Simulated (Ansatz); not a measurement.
**CHAlO (quintet): wave-function methods side by side, cc-pVTZ**

One table from this session's results is given with a row withheld; the runs are named, their logs left out.

Program: Ansatz 0.2.0, Gaussian basis. Level of theory: cc-pVTZ, core rule «outside noble gas», up to 7 orbitals frozen. These are calculated values, not measurements.

Plan: UHF; CCSD(T) on ROHF; CCSD(T) on UHF; BCCD(T) on ROHF; CCSDT(Q) on ROHF; CCSDT(Q) on UHF.

7 further runs of the same task are left out: 1 for a known fault of the program, 6 set aside as unsound or not needed.

## What is computed

The geometry is a PBE0/def2-TZVP stationary point (not a proven minimum) of the parent state, kept for this charge and spin.

4 atoms, charge 0, spin multiplicity 5.

Atoms are counted from 1 here; the program's logs count them from 0.

Bond lengths: C1–Al2 1.857 Å, C1–H4 1.080 Å, Al2–O3 1.597 Å. Angles: Al2–C1–H4 180.0°, C1–Al2–O3 180.0°.

Geometry (Å):

```xyz
4
charge 0, multiplicity 5
C     0.0000    0.0000    1.0577
Al    0.0000    0.0000   -0.7992
O     0.0000    0.0000   -2.3960
H     0.0000    0.0000    2.1375
```

The first run:

in.yaml reads:

```yaml
crystal:
  periodic: [false, false, false]
  atoms:
    - {symbol: C, position_ang: [0.000000, 0.000000, 1.057693]}
    - {symbol: Al, position_ang: [0.000000, 0.000000, -0.799174]}
    - {symbol: O, position_ang: [0.000000, 0.000000, -2.396024]}
    - {symbol: H, position_ang: [0.000000, 0.000000, 2.137505]}
basis:
  gaussian: {orbitals: cc-pVTZ}
magnetization: {spin_polarized: true, initial_magnetization: 4}
hamiltonian: {xc: hf}
output: {orbitals: {seedname: orbitals}}
```

Run with:

```sh
> ansatz run in.yaml --threads 1 --pin off --events-out ev --progress --plain --max-ram 4096MiB --backend cpu
```

Steps of the session up to this table: UHF; CCSD(T) on ROHF; CCSD(T) on UHF; BCCD(T) on ROHF; CCSDT(Q) on ROHF; CCSDT(Q) on UHF.

One table of the session follows, with a row left open; its other results are not shown here.

| method | from UCCSDT(Q) (meV) |
| --- | --- |
| ROHF | +11056.3 |
| UHF | +10752.8 |
| RMP2 | +1248.1 |
| UMP2 | +1300.1 |
| RCCSD | +428.3 |
| UCCSD | +419.7 |
| RCCSD(T) | +55.2 |
| UCCSD(T) | +54.5 |
| BCCD(T) | +56.2 |
| RCCSDT | ? |
| UCCSDT | +16.7 |
| RCCSDT(Q) | +4.5 |
| UCCSDT(Q) | 0 |

**Question.** Estimate the row for RCCSDT.

As computed: from UCCSDT(Q) (meV): +19.6. In the column «from UCCSDT(Q) (meV)» it lies between UCCSDT (+16.7) and UCCSD(T) (+54.5).

Caveats from the session: Restricted and unrestricted rows rest on different reference determinants; where their highest levels disagree by more than a few hundredths of an eV, they describe different states and don't form one ladder.
